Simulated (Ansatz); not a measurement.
**BH₂O (doublet): wave-function methods side by side at distance O2–H4 = 0.961 Å, cc-pVDZ**

One table from this session's results is given with a row withheld; the runs are named, their logs left out.

Method: cc-pVDZ, core rule «outside noble gas», up to 2 orbitals frozen; program: Ansatz 0.2.0, Gaussian basis.

The runs, in order: UHF; CCSD(T) on ROHF; CCSD(T) on UHF; BCCD(T) on ROHF; CISD; CCSDT(Q) on ROHF; CCSDT(Q) on UHF; CASSCF and MRCISD+Q, 3 electrons in 3 orbitals; CASSCF and NEVPT2, 3 electrons in 3 orbitals.

39 further runs of the same task are left out: 12 for a known fault of the program, 3 for a mislabelled method, 19 that didn't finish, 5 set aside as unsound or not needed.

## The geometry

The geometry derives from a PBE0/def2-TZVP stationary point (not a proven minimum). One bond is set to the value named and the two fragments are kept rigid.

4 atoms, charge 0, spin multiplicity 2.

Atoms are counted from 1 here; the program's logs count them from 0.

Bond lengths: B1–O2 1.333 Å, B1–H3 1.201 Å, O2–H4 0.961 Å. Angles: O2–B1–H3 121.0°, B1–O2–H4 114.7°.

The first run:

The input, in.yaml:

```yaml
crystal:
  periodic: [false, false, false]
  atoms:
    - {symbol: B, position_ang: [0.000000, -0.238444, 0.741561]}
    - {symbol: O, position_ang: [0.000000, 0.160716, -0.530327]}
    - {symbol: H, position_ang: [0.000000, 0.558957, 1.639208]}
    - {symbol: H, position_ang: [0.000000, -0.552553, -1.174989]}
basis:
  gaussian: {orbitals: cc-pVDZ}
magnetization: {spin_polarized: true, initial_magnetization: 1}
hamiltonian: {xc: hf}
output: {orbitals: {seedname: orbitals}}
```

The run is started by

```sh
> ansatz run in.yaml --threads 1 --pin off --events-out ev --progress --plain --max-ram 2393MiB
```

Among the steps run: UHF; CCSD(T) on ROHF; CCSD(T) on UHF; BCCD(T) on ROHF; CISD; CCSDT(Q) on ROHF; CCSDT(Q) on UHF; CASSCF and MRCISD+Q, 3 electrons in 3 orbitals; CASSCF and NEVPT2, 3 electrons in 3 orbitals.

One table of the session follows, with a row left open; its other results are not shown here.

It belongs to the step «Misses and costs». 

| method | from UCCSDT(Q) (kJ/mol) |
| --- | --- |
| ROHF | +736.0 |
| UHF | +732.7 |
| RMP2 | +65.7 |
| UMP2 | +65.1 |
| CISD | ? |
| RCCSD | +19.9 |
| UCCSD | +19.9 |
| RCCSD(T) | +3.1 |
| UCCSD(T) | +3.1 |
| BCCD(T) | +3.0 |
| RCCSDT | +1.7 |
| UCCSDT | +1.7 |
| RCCSDT(Q) | +0.2 |
| UCCSDT(Q) | 0 |
| CASSCF pair | +682.9 |
| NEVPT2 pair | +68.4 |

Q: Estimate the row for CISD from the others.

**Answer.** from UCCSDT(Q) (kJ/mol): +64.0. In the column «from UCCSDT(Q) (kJ/mol)» it lies between UCCSD (+19.9) and UMP2 (+65.1).

Not comparable, so not listed: CASSCF and MRCISD+Q, 3 electrons in 3 orbitals (they don't share determinant, frozen orbitals or solution with the rows shown, or repeat one).

Limits of these values: Restricted and unrestricted rows rest on different reference determinants; where their highest levels disagree by more than a few hundredths of an eV, they describe different states and don't form one ladder. Warnings in the runs' records: passed over end.
